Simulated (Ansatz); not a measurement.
A run of Ansatz (development build ahead of 0.2.0) on singlet MgO at this shape:

```tsv
atom	x (Å)	y (Å)	z (Å)
Mg	0.0000	0.0000	-0.6431
O	0.0000	0.0000	0.9647
```

Its results:

```
Converged                       : yes
Total energy                    : -274.33129 hartree
Spin squared of the determinant : 0.000
```

(1) Which input gives this output? Name the method, the orbitals and the basis set, and write the input.

## Answers

(1) RHF in cc-pVDZ. An unrestricted run that stays on the closed shell gives the same numbers.

```yaml
crystal:
  periodic: [false, false, false]
  atoms:
    - { symbol: Mg, position_ang: [0.0, 0.0, -0.64314] }
    - { symbol: O, position_ang: [0.0, 0.0, 0.96471] }
basis:
  gaussian: { orbitals: cc-pVDZ }
hamiltonian:
  xc: hf
```

Caution: in another basis set an unrestricted determinant lies well below.
